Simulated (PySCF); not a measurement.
PF2PH2, F2H2P2.
Structure used (PBE0-D3(BJ)/def2-SVP), in Å, numbered top down from 1:
```xyz
6
F2H2P2 angstrom
F     -1.403   -0.975   -1.080
P     -0.865    0.421   -0.475
F     -1.764    0.481    0.864
P      0.958   -0.428    0.507
H      1.396    0.881    0.888
H      1.683   -0.377   -0.727
```

The calculation used PBE0-D3(BJ)/def2-SVP geometry optimisation, gas phase in PySCF.

Masses are those of the commonest isotopes; rigid-rotor values at the optimised geometry. The values belong to one conformer with, in the numbering `[F:1][P:2]([F:3])[PH2:4]`, F1–P2–P4–H 175° and 83°.

Q: What are A, B and C (cm⁻¹)?

A: Ia = 76.16, Ib = 151.01, Ic = 193.69 u·Å²; 505379 MHz·u·Å²/I gives 6636, 3347 and 2609 MHz, that is A = 0.22136, B = 0.11163, C = 0.08704 cm⁻¹.

Q: Classify the top.

A: An asymmetric top. Ray's parameter κ = (2B − A − C)/(A − C) = -0.634; −1 is the prolate and +1 the oblate limit.

Q: What does the inertial defect say?

A: Not planar: Δ = Ic − Ia − Ib = -33.48 u·Å². For a rigid frame Δ = −2 Σ m c², so Σ m c² = 16.74 u·Å² lies off the ab plane: 1.18 from hydrogen and 15.56 from heavier atoms. The atom farthest from that plane is 0.79 Å away.

Q: Give the other two planar moments, Paa and Pbb, and the rms extents of the mass along the axes.

A: Paa = Σ m a² = (Ib + Ic − Ia)/2 = 134.27 and Pbb = Σ m b² = (Ia + Ic − Ib)/2 = 59.42 u·Å². With the mass M = 101.96 u, the rms extents √(P/M) along a, b and c are 1.15, 0.76, 0.41 Å.

Q: Predict some low-J microwave lines.

A: The dipole components are |μa| = 1.24 D, |μb| = 0.00 D, |μc| = 1.70 D; the mirror of this Cs structure is the ac plane, so μb vanishes by symmetry (the 0.02 D computed is a residue) and there are no b-type lines. Intensities carry the squares of the components, which stand as 0.54 : 1.00 (a : c). Some lines, for components of 0.1 D or more:

| type | branch | J(Ka,Kc) | MHz | lower level (cm⁻¹) |
| --- | --- | --- | --- | --- |
| a | Q | 3(2,1) ← 3(2,2) | 538 | 1.680 |
| c | Q | 5(1,5) ← 5(0,5) | 720 | 2.872 |
| a | R | 2(1,1) ← 1(1,0) | 12649 | 0.333 |
| c | Q | 4(3,2) ← 4(2,2) | 17115 | 2.523 |
| a | R | 3(0,3) ← 2(0,2) | 17441 | 0.592 |
| c | R | 2(2,0) ← 1(1,0) | 22628 | 0.333 |
| a | R | 4(0,4) ← 3(0,3) | 22841 | 1.174 |
| c | R | 3(1,2) ← 2(0,2) | 23774 | 0.592 |
| a | R | 5(2,4) ← 4(2,3) | 29534 | 2.472 |
| c | Q | 5(5,1) ← 5(4,1) | 32689 | 4.944 |
| c | R | 5(2,3) ← 4(1,3) | 40296 | 2.221 |
| c | R | 5(2,4) ← 4(1,4) | 44367 | 1.977 |
| c | R | 5(5,1) ← 4(4,1) | 62721 | 3.942 |

No frequency check. No vibrational averaging or centrifugal distortion is included, and the geometry carries the error of its method.
